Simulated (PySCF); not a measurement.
Molecule: Fluoroborane Ion (F[BH+], [BFH]+).

Atom-mapped SMILES (the numbers label the heavy atoms): `[BH+:1][F:2]`. Hydrogens are named by the atom that carries them.

Spin–spin couplings on one PBE0-D3(BJ)/def2-SVP geometry, PySCF 2.14, gas phase, non-relativistic, equivalent pairs averaged; isotopes ¹¹B, ¹H, ¹⁹F; basis pcJ-1.

How do the couplings (Hz) change with the functional? Times are CPU seconds on shared hosts with different chips, so compare them loosely; the GGAs took longer than the global hybrids here, which isn't the general rule, and the cause wasn't traced.

Answers


```tsv
functional	functions	¹J(B1,H(B1))	¹J(B1,F2)	²J(F2,H(B1))	core-s
HF	64	476.2	82.6	76.5	0.28
LDA	64	361.4	-171.7	94.0	0.74
PBE	64	418.2	-165.8	98.3	1.1
KT2	64	457.5	-228.8	102.3	1.1
B3LYP	64	443.9	-113.9	98.1	0.8
PBE0	64	420.8	-112.7	92.8	0.88
B97-2	64	408.9	-116.1	89.9	0.97
BHandHLYP	64	458.2	-46.1	95.3	0.93
CAM-B3LYP	64	439.9	-102.9	99.2	1.1
```
